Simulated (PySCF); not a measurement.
# PBE/6-311+G(d,p) run of Si2H6O (disilanol)

What is the vertical singlet–triplet gap of Si2H6O (disilanol) at PBE/6-311+G**? The job is set up through a Python script.

The calculation is run with PySCF 2.14.0.

## (1) The molecule

The species is Si2H6O (9 atoms), meant as a singlet with charge 0. As SMILES, `O[SiH2][SiH3]`. Geometry: relaxed at PBE0-D4/def2-TZVP. This is one conformer, not always the lowest.

Bond lengths: O1–Si2 1.654 Å, Si2–Si3 2.347 Å, O1–H4 0.958 Å, Si2–H5 1.493 Å, Si2–H6 1.484 Å, Si3–H7 1.489 Å, Si3–H8 1.491 Å, Si3–H9 1.488 Å. Some angles: O1–Si2–Si3 112.4°, O1–Si2–H5 111.3°, O1–Si2–H6 105.5°, Si3–Si2–H5 108.5°, Si3–Si2–H6 110.6°, Si2–O1–H4 117.6°, Si2–Si3–H7 110.0°, Si2–Si3–H8 110.1°, Si2–Si3–H9 111.4°, H5–Si2–H6 108.5°.

## (2) A single-point energy at PBE/6-311+G(d,p)

File calc.py:

```python
from pyscf import gto, dft

molecule = gto.M(
    atom=[
    ('O', (-1.609000, 1.039900, -0.762000)),
    ('Si', (0.004800, 0.933100, -0.415900)),
    ('Si', (0.544200, -1.038400, 0.738600)),
    ('H', (-1.996600, 0.341400, -1.290800)),
    ('H', (0.830600, 0.994500, -1.657800)),
    ('H', (0.311400, 2.125200, 0.413000)),
    ('H', (2.012900, -1.104800, 0.974500)),
    ('H', (0.146200, -2.228200, -0.066200)),
    ('H', (-0.156000, -1.109100, 2.049500)),
],
    basis='6-311+g**',
    max_memory=1860,
    spin=0,
    verbose=3,
)

mf = dft.RKS(molecule, xc='pbe')
mf.grids.level = 4
mf.conv_tol = 1e-10
mf.kernel()
if not mf.converged:
    mf = mf.newton().run(mf.mo_coeff, mf.mo_occ)

etot = mf.e_tot
print('E(%s) = %.9f' % ('PBE', etot))
```

Command:

```sh
OMP_NUM_THREADS=1 python calc.py
```

Log:

```text
converged SCF energy = -657.485959274389
E(PBE) = -657.485959274
```

It took 19 s on 1 thread of Arm Neoverse V1, shared host; peak memory 0.64 GiB.

## (3) The triplet, same level

File input.py:

```python
from pyscf import gto, dft

molecule = gto.Mole()
molecule.atom = '''
O   -1.609000   1.039900  -0.762000
Si   0.004800   0.933100  -0.415900
Si   0.544200  -1.038400   0.738600
H   -1.996600   0.341400  -1.290800
H    0.830600   0.994500  -1.657800
H    0.311400   2.125200   0.413000
H    2.012900  -1.104800   0.974500
H    0.146200  -2.228200  -0.066200
H   -0.156000  -1.109100   2.049500
'''
molecule.max_memory = 1860
molecule.verbose = 3
molecule.basis = '6-311+g**'
molecule.spin = 2
molecule.build()

myscf = dft.UKS(molecule)
myscf.xc = 'pbe'
myscf.grids.level = 4
myscf.conv_tol = 1e-10
myscf.kernel()
if not myscf.converged:
    myscf = myscf.newton().run(myscf.mo_coeff, myscf.mo_occ)

e_tot = myscf.e_tot
print('Final energy', e_tot)
```

Command:

```sh
OMP_NUM_THREADS=1 python input.py
```

Log:

```text
WARN: HOMO -0.0807901172438758 >= LUMO -0.294481310134175

WARN: HOMO -0.075859631582377 >= LUMO -0.0899561370250301

WARN: HOMO -0.0835709393111539 >= LUMO -0.250731104251368

WARN: HOMO -0.0897027872047601 >= LUMO -0.256776905549063

WARN: HOMO -0.0820134239241232 >= LUMO -0.258122983329302

WARN: HOMO -0.0834921658388149 >= LUMO -0.261180030077035

WARN: HOMO -0.0824383378645394 >= LUMO -0.259227298590467

WARN: HOMO -0.0824108633669408 >= LUMO -0.258921771931387

WARN: HOMO -0.0825820575926039 >= LUMO -0.259030078435527

WARN: HOMO -0.0825008574609051 >= LUMO -0.258922452840005

WARN: HOMO -0.0825209649569397 >= LUMO -0.258934666453631

WARN: HOMO -0.0825207180439897 >= LUMO -0.258932291373061

WARN: HOMO -0.0825202487099102 >= LUMO -0.258930498597102

WARN: HOMO -0.082520018124529 >= LUMO -0.258930321625755

WARN: HOMO -0.082520173094047 >= LUMO -0.258930423533132

converged SCF energy = -657.300523409465  <S^2> = 2.0022706  2S+1 = 3.0015134
Final energy -657.3005234094649
```

Run time: 43 s. Hardware: 1 thread of Arm Neoverse V1, shared host; peak memory 0.65 GiB.

## (4) Summary of results

At PBE/6-311+G**:

| quantity | value |
| --- | --- |
| singlet: total energy | -657.48596 Eh |
| singlet: dipole moment | 1.28 D |
| singlet: HOMO energy | -6.70 eV |
| singlet: LUMO energy | -1.44 eV |
| singlet: HOMO–LUMO gap | 5.26 eV |
| triplet: total energy | -657.30052 Eh |
| triplet: dipole moment | 1.82 D |
| triplet: HOMO energy (highest over α and β) | -2.25 eV |
| triplet: ⟨S²⟩ | 2.002 |
| vertical energy of the triplet above the singlet | 5.046 eV |

What this shows: At this shape the triplet lies 5.05 eV (116 kcal/mol) above the singlet. Mulliken charges (singlet) run from -0.43 on O1 to +0.35 on Si2; in a basis this large or diffuse they mean little. Mulliken charges (triplet) run from -0.46 on Si2 to +0.26 on Si3; in a basis this large or diffuse they mean little.
